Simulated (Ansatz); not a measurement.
A reaction path, image by image

CH₄Cl, doublet, from a complex of CH₃Cl ([CH3][Cl]) + H to a complex of CH₂Cl ([CH2][Cl]) + H₂; PBE0-D4/def2-mTZVP (Ansatz 0.2.0). Settings:

```yaml
hamiltonian: {xc: pbe0, dispersion: d4}
neb:
  images: 4
  climbing: false
  max_iterations: 60
  initial_path: idpp
```

First end:

```csv
atom,x (Å),y (Å),z (Å)
H1,-0.4429,0.3668,0.5677
C2,0.4502,0.4774,-0.0432
Cl3,0.6149,-0.9583,-1.0702
H4,-2.3182,-1.7954,0.6387
H5,0.3641,1.3536,-0.6815
H6,1.3318,0.5559,0.5886
```

Second end:

```
6
angstrom
H -1.5884 -1.0659 0.5408
C 0.9433 0.6863 -0.2876
Cl 1.0306 -0.7086 -1.2301
H -2.1945 -1.1106 0.9745
H 0.3881 1.5250 -0.6766
H 1.4209 0.6737 0.6791
```

The ends were relaxed with PBE0-D4 in triple zeta, so they are not quite minima here (largest force components 0.34 and 0.52 eV/Å).

Energies along the converged band: It took 11 iterations. Path lengths are measured after rigid turns and shifts between images are taken out.
| image | path length (Å) | energy (kJ/mol) |
| --- | --- | --- |
| 0 | 0.00 | 0.0 |
| 1 | 0.75 | 0.1 |
| 2 | 1.50 | 7.0 |
| 3 | 2.25 | 20.9 |
| 4 | 3.01 | 5.7 |
| 5 | 3.76 | 5.7 |
The barrier is narrow on this path: one image carries it, so the band shows its height but not its shape.
Energies count from the first end.

The images between the ends:
Image 1:
```json
{"atom": "H1", "x (Å)": "-0.4608", "y (Å)": "0.0782", "z (Å)": "0.4002"}
{"atom": "C2", "x (Å)": "0.4520", "y (Å)": "0.3702", "z (Å)": "-0.1119"}
{"atom": "Cl3", "x (Å)": "0.8976", "y (Å)": "-0.9257", "z (Å)": "-1.2652"}
{"atom": "H4", "x (Å)": "-2.4446", "y (Å)": "-1.3068", "z (Å)": "1.0419"}
{"atom": "H5", "x (Å)": "0.2942", "y (Å)": "1.2907", "z (Å)": "-0.6673"}
{"atom": "H6", "x (Å)": "1.2616", "y (Å)": "0.4934", "z (Å)": "0.6024"}
```

Image 2:
```json
{"atom": "H1", "x (Å)": "-0.5588", "y (Å)": "-0.1123", "z (Å)": "0.3552"}
{"atom": "C2", "x (Å)": "0.3610", "y (Å)": "0.2542", "z (Å)": "-0.1154"}
{"atom": "Cl3", "x (Å)": "0.9145", "y (Å)": "-0.9642", "z (Å)": "-1.3023"}
{"atom": "H4", "x (Å)": "-2.0098", "y (Å)": "-0.7527", "z (Å)": "1.0585"}
{"atom": "H5", "x (Å)": "0.1609", "y (Å)": "1.1878", "z (Å)": "-0.6354"}
{"atom": "H6", "x (Å)": "1.1321", "y (Å)": "0.3873", "z (Å)": "0.6394"}
```

Image 3:
```json
{"atom": "H1", "x (Å)": "-1.0201", "y (Å)": "-0.3096", "z (Å)": "0.5828"}
{"atom": "C2", "x (Å)": "0.5825", "y (Å)": "0.3373", "z (Å)": "-0.2320"}
{"atom": "Cl3", "x (Å)": "0.9216", "y (Å)": "-0.9534", "z (Å)": "-1.3009"}
{"atom": "H4", "x (Å)": "-1.6549", "y (Å)": "-0.6230", "z (Å)": "0.8695"}
{"atom": "H5", "x (Å)": "0.0720", "y (Å)": "1.1975", "z (Å)": "-0.6334"}
{"atom": "H6", "x (Å)": "1.0987", "y (Å)": "0.3513", "z (Å)": "0.7141"}
```

Image 4:
```json
{"atom": "H1", "x (Å)": "-1.3793", "y (Å)": "-0.6027", "z (Å)": "0.6724"}
{"atom": "C2", "x (Å)": "0.8042", "y (Å)": "0.5063", "z (Å)": "-0.2948"}
{"atom": "Cl3", "x (Å)": "1.1690", "y (Å)": "-0.7672", "z (Å)": "-1.3724"}
{"atom": "H4", "x (Å)": "-1.9999", "y (Å)": "-0.9058", "z (Å)": "0.9549"}
{"atom": "H5", "x (Å)": "0.1860", "y (Å)": "1.3108", "z (Å)": "-0.6585"}
{"atom": "H6", "x (Å)": "1.2199", "y (Å)": "0.4586", "z (Å)": "0.6985"}
```

The band counts as converged below 0.05 eV/Å. Hardware: 2 CPU threads of an Intel Xeon Platinum 8488C, shared host. Wall time about 59 s.
